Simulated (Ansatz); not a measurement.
**H3O+ (oxonium): CCSDT/6-31G**

What is the energy change on altering one bond length of H3O+ (oxonium) at CCSDT/6-31G? 

Program for the calculation: Ansatz 0.2.0.

**1. Starting point**

H3O+ has 4 atoms, charge +1, and is taken as a singlet. SMILES: `[OH3+]`. The coordinates come from a GFN2-xTB relaxation.

Bond lengths: O1–H2 0.983 Å, O1–H3 0.983 Å, O1–H4 0.984 Å. Angles: H2–O1–H3 112.0°, H2–O1–H4 112.0°, H3–O1–H4 112.0°.

**2. The energy at CCSDT/6-31G**

Input file in.yaml:

```yaml
crystal:
  periodic: [false, false, false]
  atoms:
    - symbol: O
      position_ang: [0.196050, -0.061020, -0.056900]
    - symbol: H
      position_ang: [0.214230, 0.919440, 0.016470]
    - symbol: H
      position_ang: [-0.413410, -0.366620, -0.765680]
    - symbol: H
      position_ang: [0.003130, -0.491800, 0.806120]
basis:
  gaussian:
    orbitals: 6-31G
accuracy: high
correlation:
  method: ccsdt
  frozen_orbitals: {H: 0, O: 1}
scf:
  omitted_lower_state_checks: [cluster_reference, increment]
total_charge: 1
```

Run with:

```console
ansatz run in.yaml --threads 1 --pin off --max-ram 2610MiB --events-out events.jsonl --progress --plain --runs-dir runs
```

Output (excerpt; [...] marks lines left out):

```text
Warning: RAYON_NUM_THREADS=1 ignored (pool sized by the plan → 1); use --threads N
Functional definition: HF
  name "HF"
[...]
283 factors; integrals over basis functions are off by at most 2.8e-9 eV
[...]
mean field -2075.32458719 eV, -76.2667718737 hartree, gradient 8.8e-9 eV, S^2 0.000000; 0 other end points of the search recorded, 0 dependent functions left out
1 core orbitals not correlated: weight in the atoms' cores, before any rotation towards them, 1.000 or more for the frozen orbitals, at most 0.000 for the correlated occupied ones
reference -2075.32458719 eV, -76.2667718737 hartree; 4, 4 occupied and 10, 10 virtual orbitals, 283 factors
second order -3.53730286 eV of doubles, -0.00000000 eV of singles
cycle   1  -3.62644316 eV  change   -8.9e-2 eV  update   3.8e-2
[...]
cycle  18  -3.78531726 eV  change   4.1e-10 eV  update  3.1e-10
Total energy: -2079.10990445 eV, -76.4058797174 hartree
Checks for a lower state left out: cluster_reference, increment
```

It took 0.1 s on 1 thread of AMD EPYC 9R45 (Zen 5), shared host.

**3. The distorted shape at the same level**

Input file in.yaml:

```yaml
basis:
  gaussian:
    orbitals: 6-31G
crystal:
  periodic: [false, false, false]
  atoms:
    - {symbol: O, position_ang: [0.244284, 0.046684, -0.272674]}
    - {symbol: H, position_ang: [0.262464, 1.027144, -0.199304]}
    - {symbol: H, position_ang: [-0.365176, -0.258916, -0.981454]}
    - {symbol: H, position_ang: [0.003130, -0.491800, 0.806120]}
total_charge: 1
correlation:
  method: ccsdt
  frozen_orbitals: {H: 0, O: 1}
accuracy: high
scf:
  omitted_lower_state_checks: [cluster_reference, increment]
```

Run with:

```console
ansatz run in.yaml --threads 1 --pin off --max-ram 2610MiB --events-out events.jsonl --progress --plain --runs-dir runs
```

Output (excerpt; [...] marks lines left out):

```text
Warning: RAYON_NUM_THREADS=1 ignored (pool sized by the plan → 1); use --threads N
[... 2 set-up lines as earlier in the session ...]
[...]
283 factors; integrals over basis functions are off by at most 3.3e-9 eV
[...]
mean field -2074.34583703 eV, -76.2308034686 hartree, gradient 1.6e-8 eV, S^2 0.000000; 0 other end points of the search recorded, 0 dependent functions left out
1 core orbitals not correlated: weight in the atoms' cores, before any rotation towards them, 1.000 or more for the frozen orbitals, at most 0.000 for the correlated occupied ones
reference -2074.34583703 eV, -76.2308034686 hartree; 4, 4 occupied and 10, 10 virtual orbitals, 283 factors
second order -3.75929796 eV of doubles, -0.00000000 eV of singles
cycle   1  -3.80962429 eV  change   -5.0e-2 eV  update   4.6e-2
[...]
cycle  21  -4.01385041 eV  change  -4.6e-11 eV  update  1.5e-10
Total energy: -2078.35968744 eV, -76.3783097505 hartree
Checks for a lower state left out: cluster_reference, increment
```

Run time: 0.1 s. Hardware: 1 thread of AMD EPYC 9R45 (Zen 5), shared host.

**4. Summary of results**

Level: CCSDT/6-31G, 1 core orbital frozen.

```
                                                         quantity         value
                                        first shape: total energy  -76.40588 Eh
          first shape: correlation energy (1 core orbital frozen)    -139.1 mEh
                                       first shape: T1 diagnostic         0.007
                                    distorted shape: total energy  -76.37831 Eh
      distorted shape: correlation energy (1 core orbital frozen)    -147.5 mEh
                                   distorted shape: T1 diagnostic         0.010
energy change with the O1–H4 bond stretched from 0.984 to 1.230 Å      0.750 eV
```

What this shows: With the O1–H4 bond stretched from 0.984 to 1.230 Å the energy rises by 0.75 eV (17.3 kcal/mol). The first shape isn't relaxed at this level, so the change isn't measured from a minimum.
